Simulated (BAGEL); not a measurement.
**H2S (hydrogen sulfide): a chain of runs**

Wanted: a single-point energy (HF/cc-pVDZ), then a single-point energy (NEVPT2(2,2)/cc-pVDZ), then the energy (CASPT2(2,2)/cc-pVDZ) of H2S (hydrogen sulfide). 

The calculation is run with BAGEL 1.2.2.

1 further run of the same task is left out (set aside as unsound or not needed).

## Step 1: The system as given

H2S: 3 atoms, total charge 0, spin state singlet. As SMILES, `S`. The S1–H2 distance was set to 3.755 Å, away from the relaxed value. At this shape a bond of the SMILES string is far longer than usual.

Bond lengths: S1–H3 1.341 Å.

## Step 2: A single-point energy at HF/cc-pVDZ (density fitting with svp-jkfit) (run 1)

The input, calc.json:

```json
{ "bagel": [

{
  "title": "molecule",
  "basis": "cc-pvdz.json",
  "df_basis": "svp-jkfit",
  "angstrom": true,
  "geometry": [
    { "atom": "S", "xyz": [    1.211174,   -2.581521,    0.390599 ] },
    { "atom": "H", "xyz": [    0.097900,    0.997700,    0.162400 ] },
    { "atom": "H", "xyz": [    0.122274,   -3.018021,   -0.259601 ] }
  ]
},
{ "title": "hf" },
{ "title": "print", "file": "orbitals.molden", "orbitals": true }

]}
```

The basis set cc-pVDZ is read from a file made from the Basis Set Exchange's data (not shown).

The run is started by

```bash
$ BAGEL_NUM_THREADS=1 BAGEL calc.json > calc.out
```

Standard output:

```text
* using 1 threads per process

  ===============================================================
  ===============================================================

  *** Geometry ***

  { "atom" : "S", "xyz" : [      2.288787,     -4.878368,      0.738125 ] },
  { "atom" : "H", "xyz" : [      0.185004,      1.885380,      0.306892 ] },
  { "atom" : "H", "xyz" : [      0.231064,     -5.703233,     -0.490575 ] },

  Number of auxiliary basis functions:      164

  Since a DF basis is specified, we compute 2- and 3-index integrals:
    o Being stored without compression. Storage requirement is 0.001 GB

  Number of basis functions:       28
  Number of electrons      :       18

    * METHOD: MOLECULE                             0.02

  *** RHF ***

  === Nuclear Repulsion ===
     8.6982567766

      * DIIS with orbital gradients will be used.

  === RHF iteration (cc-pvdz.json) ===
      0       -398.23431984          0.01891729           0.00
      1       -398.08773853          0.03272044           0.00
      2       -398.38373446          0.01593433           0.00
      3       -398.39028063          0.01442565           0.00
      4       -398.41134248          0.00764011           0.00
      5       -398.41900530          0.00095525           0.00
      6       -398.41908103          0.00080634           0.00
      7       -398.41918068          0.00010422           0.00
      8       -398.41918333          0.00002041           0.00
      9       -398.41918341          0.00000444           0.00
     10       -398.41918342          0.00000064           0.00
     11       -398.41918342          0.00000017           0.00
     12       -398.41918342          0.00000004           0.00
     13       -398.41918342          0.00000002           0.00
     14       -398.41918342          0.00000000           0.00
    * SCF iteration converged.

    * Permanent dipole moment:
           (    0.352112,     0.133849,     0.209460) a.u.

    * METHOD: HF                                   0.06

    * METHOD: PRINT                                0.00

  ===============================================================
```

Wall time 0.22 s (1 thread of Arm Neoverse V1, shared host).

## Step 3: A single-point energy at NEVPT2(2,2)/cc-pVDZ (density fitting with svp-jkfit) (run 2)

Edit calc.json of step 2 so:

```diff
@@ -13,4 +13,21 @@
 },
-{ "title": "hf" },
-{ "title": "print", "file": "orbitals.molden", "orbitals": true }
+{
+  "title": "hf"
+},
+{
+  "title": "nevpt2",
+  "nstate": 1,
+  "nact": 2,
+  "nclosed": 8,
+  "nspin": 0,
+  "active": [9, 10],
+  "maxiter": 200,
+  "natocc": true,
+  "ncore": 5
+},
+{
+  "title": "print",
+  "file": "orbitals.molden",
+  "orbitals": true
+}
```

The basis set cc-pVDZ is read from a file made from the Basis Set Exchange's data (not shown).

The run is started by

```bash
$ BAGEL_NUM_THREADS=1 BAGEL calc.json > calc.out
```

Standard output:

```text
* using 1 threads per process

  ===============================================================
  ===============================================================

  *** Geometry ***

  { "atom" : "S", "xyz" : [      2.288787,     -4.878368,      0.738125 ] },
  { "atom" : "H", "xyz" : [      0.185004,      1.885380,      0.306892 ] },
  { "atom" : "H", "xyz" : [      0.231064,     -5.703233,     -0.490575 ] },

  Number of auxiliary basis functions:      164

  Since a DF basis is specified, we compute 2- and 3-index integrals:
    o Being stored without compression. Storage requirement is 0.001 GB

  Number of basis functions:       28
  Number of electrons      :       18

    * METHOD: MOLECULE                             0.02

  *** RHF ***

  === Nuclear Repulsion ===
     8.6982567766

      * DIIS with orbital gradients will be used.

  === RHF iteration (cc-pvdz.json) ===
      0       -398.23431984          0.01891729           0.00
      1       -398.08773853          0.03272044           0.00
      2       -398.38373446          0.01593433           0.00
      3       -398.39028063          0.01442565           0.00
      4       -398.41134248          0.00764011           0.00
      5       -398.41900530          0.00095525           0.00
      6       -398.41908103          0.00080634           0.00
      7       -398.41918068          0.00010422           0.00
      8       -398.41918333          0.00002041           0.00
      9       -398.41918341          0.00000444           0.00
     10       -398.41918342          0.00000064           0.00
     11       -398.41918342          0.00000017           0.00
     12       -398.41918342          0.00000004           0.00
     13       -398.41918342          0.00000002           0.00
     14       -398.41918342          0.00000000           0.00
    * SCF iteration converged.

    * Permanent dipole moment:
           (    0.352112,     0.133849,     0.209460) a.u.

    * METHOD: HF                                   0.06

    * freezing 5 orbitals
  ---------------------------
      CASSCF calculation
  ---------------------------

    ==== Active orbitals : =====
         Orbital 9
         Orbital 10
    ============================

    * nstate   :      1
    * nclosed  :      8
    * nact     :      2
    * nvirt    :     18
  === CASSCF iteration (cc-pvdz.json) ===

    * Using the second-order algorithm

      0  0      -398.57075952     1.41e-02      0.00

      1  0      -398.58455294     4.27e-04      0.01

      2  0      -398.58456180     3.86e-05      0.02

      3  0      -398.58456187     5.08e-06      0.01

      4  0      -398.58456187     7.02e-07      0.01

      5  0      -398.58456187     9.77e-08      0.01

      6  0      -398.58456187     1.36e-08      0.01

      7  0      -398.58456187     1.91e-09      0.01

    * Second-order optimization converged. *

     guess   0:   closed 1.                   open ..

  === FCI iteration ===

      0  0      -398.40349454     1.02e-01      0.00
      1  0      -398.58306226     1.22e-02      0.00
      2  0 *    -398.58456187     6.76e-16      0.00

     * ci vector, state   0, <S^2> = 0.0000
       2.     0.7453283584
       .2    -0.6666975613

  === DF-NEVPT2 calculation ===

    * 3-index integral transformation done
    * assembly done

      NEVPT2 correlation energy:   -0.1175090885      0.00

          (+0)     -0.0769457221
          (+0)'    -0.0081536580
          (+1)     -0.0080402037
          (+1)'    -0.0000000000
          (+2)     -0.0000157479
          (-1)     -0.0243284263
          (-1)'     0.0000000000
          (-2)     -0.0000253305

      NEVPT2 total energy:       -398.7020709619

    * METHOD: NEVPT2                               0.12

    * METHOD: PRINT                                0.00

  ===============================================================
```

It took 0.32 s on 1 thread of Arm Neoverse V1, shared host.

## Step 4: The energy at CASPT2(2,2)/cc-pVDZ (density fitting with svp-jkfit) (run 3)

The input, input.json:

```json
{ "bagel" : [

{
  "title" : "molecule",
  "basis" : "cc-pvdz.json",
  "df_basis" : "svp-jkfit",
  "angstrom" : true,
  "geometry" : [
    { "atom" : "S", "xyz" : [       1.211174,      -2.581521,       0.390599 ] },
    { "atom" : "H", "xyz" : [       0.097900,       0.997700,       0.162400 ] },
    { "atom" : "H", "xyz" : [       0.122274,      -3.018021,      -0.259601 ] }
  ]
},

{ "title" : "hf" },

{ "title" : "casscf", "nstate" : 1, "nact" : 2, "nclosed" : 8, "active" : [9, 10], "maxiter" : 200, "natocc" : true },

{ "title" : "print", "file" : "orbitals.molden", "orbitals" : true },

{ "title" : "smith", "method" : "caspt2", "ms" : true, "xms" : true, "sssr" : true, "shift" : 0.2, "shift_imag" : true, "ncore" : 5 }

]}
```

The basis set cc-pVDZ is read from a file made from the Basis Set Exchange's data (not shown).

The run is started by

```bash
$ BAGEL_NUM_THREADS=1 BAGEL input.json > input.out
```

Standard output:

```text
* using 1 threads per process

  ===============================================================
  ===============================================================

  *** Geometry ***

  { "atom" : "S", "xyz" : [      2.288787,     -4.878368,      0.738125 ] },
  { "atom" : "H", "xyz" : [      0.185004,      1.885380,      0.306892 ] },
  { "atom" : "H", "xyz" : [      0.231064,     -5.703233,     -0.490575 ] },

  Number of auxiliary basis functions:      164

  Since a DF basis is specified, we compute 2- and 3-index integrals:
    o Being stored without compression. Storage requirement is 0.001 GB

  Number of basis functions:       28
  Number of electrons      :       18

    * METHOD: MOLECULE                             0.02

  *** RHF ***

  === Nuclear Repulsion ===
     8.6982567766

      * DIIS with orbital gradients will be used.

  === RHF iteration (cc-pvdz.json) ===
      0       -398.23431984          0.01891729           0.00
      1       -398.08773853          0.03272044           0.00
      2       -398.38373446          0.01593433           0.00
      3       -398.39028063          0.01442565           0.00
      4       -398.41134248          0.00764011           0.00
      5       -398.41900530          0.00095525           0.00
      6       -398.41908103          0.00080634           0.00
      7       -398.41918068          0.00010422           0.00
      8       -398.41918333          0.00002041           0.00
      9       -398.41918341          0.00000444           0.00
     10       -398.41918342          0.00000064           0.00
     11       -398.41918342          0.00000017           0.00
     12       -398.41918342          0.00000004           0.00
     13       -398.41918342          0.00000002           0.00
     14       -398.41918342          0.00000000           0.00
    * SCF iteration converged.

    * Permanent dipole moment:
           (    0.352112,     0.133849,     0.209460) a.u.

    * METHOD: HF                                   0.06

  ---------------------------
      CASSCF calculation
  ---------------------------

    ==== Active orbitals : =====
         Orbital 9
         Orbital 10
    ============================

    * nstate   :      1
    * nclosed  :      8
    * nact     :      2
    * nvirt    :     18
  === CASSCF iteration (cc-pvdz.json) ===

    * Using the second-order algorithm

      0  0      -398.57075952     1.41e-02      0.00

      1  0      -398.58455294     4.27e-04      0.01

      2  0      -398.58456180     3.86e-05      0.01

      3  0      -398.58456187     5.08e-06      0.01

      4  0      -398.58456187     7.02e-07      0.01

      5  0      -398.58456187     9.77e-08      0.01

      6  0      -398.58456187     1.36e-08      0.01

      7  0      -398.58456187     1.91e-09      0.01

    * Second-order optimization converged. *

     guess   0:   closed 1.                   open ..

  === FCI iteration ===

      0  0      -398.40349454     1.02e-01      0.00
      1  0      -398.58306226     1.22e-02      0.00
      2  0 *    -398.58456187     6.76e-16      0.00

     * ci vector, state   0, <S^2> = 0.0000
       2.     0.7453283584
       .2    -0.6666975613

    * METHOD: CASSCF                               0.09

    * METHOD: PRINT                                0.00

  === SMITH program ===

    * freezing 5 orbitals

    * Approximate memory requirement for SMITH calulation per MPI process:
      o Storage requirement for T-amplitude, lambda, and residual is 0.00 GB
      o Storage requirement for MO integrals is 0.00 GB
    * Calculating and saving rdm4f

    * Zeroth order energy : state  0       -0.4091287170

    * CASPT2 iteration is performed using orthogonal basis

      -------------------------------------------  CASPT2 iteration  ---------------------------------------------------
       #      aibj      arbs      arbi      airj      risj      airs      arst      rist         Etot      error   time
      ------------------------------------------------------------------------------------------------------------------

       0  -0.07636  -0.00003  -0.02666  -0.00887  -0.00003  -0.00798  -0.00000   0.00000   -0.1199354  0.0008168   0.01
       1  -0.07636  -0.00003  -0.02667  -0.00887  -0.00003  -0.00800  -0.00000   0.00000   -0.1199695  0.0000400   0.01
       2  -0.07636  -0.00003  -0.02667  -0.00887  -0.00003  -0.00800  -0.00000  -0.00000   -0.1199696  0.0000026   0.01
       3  -0.07636  -0.00003  -0.02667  -0.00887  -0.00003  -0.00800  -0.00000   0.00000   -0.1199696  0.0000004   0.01

      ------------------------------------------------------------------------------------------------------------------

    * CASPT2 energy : state  0     -398.7055052813
        w/o shift correction       -398.7045314804
        reference weight              0.9505602105

    * METHOD: SMITH                                0.03

  ===============================================================
```

Wall time 0.34 s (1 thread of Arm Neoverse V1, shared host).

## Step 5: Outcome

```
                                quantity          value
         run 1, HF/cc-pVDZ: total energy  -398.41918 Eh
        run 1, HF/cc-pVDZ: dipole moment         1.10 D
          run 1, HF/cc-pVDZ: HOMO energy       -8.36 eV
          run 1, HF/cc-pVDZ: LUMO energy       -3.70 eV
        run 1, HF/cc-pVDZ: HOMO–LUMO gap        4.66 eV
run 2, NEVPT2(2,2)/cc-pVDZ: total energy  -398.70207 Eh
run 3, CASPT2(2,2)/cc-pVDZ: total energy  -398.70551 Eh
```

**Reading.** One bond (run 1, HF/cc-pVDZ) is far stretched, which a spin-restricted single reference describes badly; a broken-symmetry solution may lie lower.
